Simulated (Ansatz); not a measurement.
A rate constant, worked out

An elementary step of BSiH7O, singlet (SiH₄O ([OH][SiH3]) + BH₃ → BSiH₅O ([BH2][O][SiH3]) + H₂; B–H, H–O broken or loosened, B–O, H–H formed or tightened). The start structure is the complex of the reactants, bound by 0.63 eV, and the electronic barrier above it is 1.000 eV by CCSD(T) at an estimated basis limit (MP2 extrapolated from triple and quadruple zeta, plus CCSD(T) − MP2 in triple zeta). Program: Ansatz 0.2.0. Basis: def2-TZVPP and def2-QZVPP. Cores are frozen in the correlated methods. Extrapolation: Hartree–Fock as exp(−7.88 √X), correlation as X^−2.97. Harmonic wavenumbers at PBE0-D4/def2-TZVP (Ansatz 0.2.0), in cm⁻¹:

Start: 118, 167, 252, 390, 542, 671, 696, 755, 921, 934, 943, 962, 974, 1119, 1156, 1184, 1207, 2231, 2282, 2307, 2437, 2517, 2575, 3886.

Saddle: 1344i, 138, 164, 193, 673, 711, 734, 861, 926, 947, 953, 975, 1023, 1104, 1122, 1185, 1413, 2021, 2224, 2242, 2254, 2256, 2564, 2664.

Work out the transition-state-theory rate constant at 600 K from these numbers alone (harmonic vibrations; rotation, path degeneracy and anharmonicity left out), and the Wigner tunnelling factor. Use 1 cm⁻¹ = 1.2398 × 10⁻⁴ eV and k_B = 8.617 × 10⁻⁵ eV/K.

Zero-point energies, half the sums: start 31226/2 cm⁻¹ = 1.9358 eV; saddle, real modes only, 29347/2 cm⁻¹ = 1.8193 eV.
Barrier with zero-point energy: 1.000 + 1.8193 − 1.9358 = 0.8835 eV.
k_BT = 0.05170 eV, so the barrier is 17.09 k_BT.
Vibrational partition functions from the zero-point level, ln q = −Σ ln(1 − exp(−hν/k_BT)): start 5.546, saddle 4.921.
k = (k_BT/h) exp(ln q‡ − ln q) exp(−E0/k_BT), with log₁₀(k_BT/h in s⁻¹) = 13.10: log₁₀ k = 13.10 + (-0.625 − 17.09)/2.3026 = 5.41, so k ≈ 3 × 10^(5) s⁻¹.
Wigner factor: 1 + (hν‡/k_BT)²/24 = 1 + (3.22)²/24 = 1.43. A change of 1 kcal/mol (0.043 eV) in the barrier would change k by a factor of 2.3 at this temperature.

The T1 diagnostic stays at or below 0.013.

The step is the kind of ligand exchange by which a precursor binds to a hydroxyl group, or is hydrolysed, in atomic layer deposition of oxides.

Labels in which every atom is bracketed show which atoms are joined, not bond orders.

For scale, one of the runs: CCSD(T)/def2-TZVPP, 202 basis functions, launched by `ansatz run in.yaml --threads 2 --pin off --events-out ev --progress --plain --max-ram 4352MiB`. Time: 45 s of wall clock on 2 CPU threads of an Arm Neoverse V2; the host was shared. Peak host memory: 2.5 GiB.
